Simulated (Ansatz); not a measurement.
Molecule: C₂H₅O₂, charge 1, multiplicity 1. It need not be the lowest isomer of its formula. SMILES: COC=[OH+]
Coordinates optimised at B3LYP-D3(BJ)/def2-TZVP (Ansatz, a first-principles code):
```
O
C 1 1.2494
O 2 1.2811 1 121.15
H 3 0.9749 2 114.20 1 -180.00
H 2 1.0896 1 116.81 3 -180.00
C 1 1.4895 2 121.78 5 -180.00
H 6 1.0826 1 103.67 2 -180.00
H 6 1.0864 7 112.27 1 116.35
H 6 1.0864 7 112.27 8 127.29
```
Charge +1, spin multiplicity 1.

Parts of the frozen-core correlation energy in STO-3G (Ansatz, hartree). Frozen orbitals: 4; correlated occupied orbitals by spin: 12 and 12; virtual: 9 and 9. No spin-orbit coupling. No relativistic terms.

```
term                            value
-------------------------  ----------
reference (HF)             -225.18750
MP2 opposite-spin            -0.17046
MP2 same-spin                -0.03645
CCSD correlation             -0.24806
(T)                          -0.00889
T1 diagnostic                   0.018
largest doubles amplitude       0.090
```
